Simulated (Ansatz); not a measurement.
Reactions of `[SiH3+]`.

Calculated with Ansatz (gas phase, PBE0-D4/def2-TZVP geometries, no zero-point term in ΔE). CBS: def2 TZ/QZ extrapolation, frozen cores. Functionals use def2-TZVPP. Anions take the def2 sets with diffuse functions and neutrals don't, so finite-basis rows favour the anion. No spin–orbit coupling; open shells (•) take unrestricted orbitals.

| reaction | ωB97X-V (kJ/mol) | PBE-D4 (kJ/mol) | CCSD(T)/CBS(def2) (kJ/mol) |
| --- | --- | --- | --- |
| `F[SiH3]` → `[SiH3+]` + F⁻ | 1082 | 1067 | 1103 |
| `[SiH3]Cl` → `[SiH3+]` + Cl⁻ | 892 | 897 | 900 |
| `[SiH3]`• → `[SiH3+]` + e⁻ | 773 | 793 | 780 |
| `[SiH2]` + H⁺ → `[SiH3+]` | -855 | -832 | -844 |

Largest T1 diagnostic: 0.023, for F⁻.
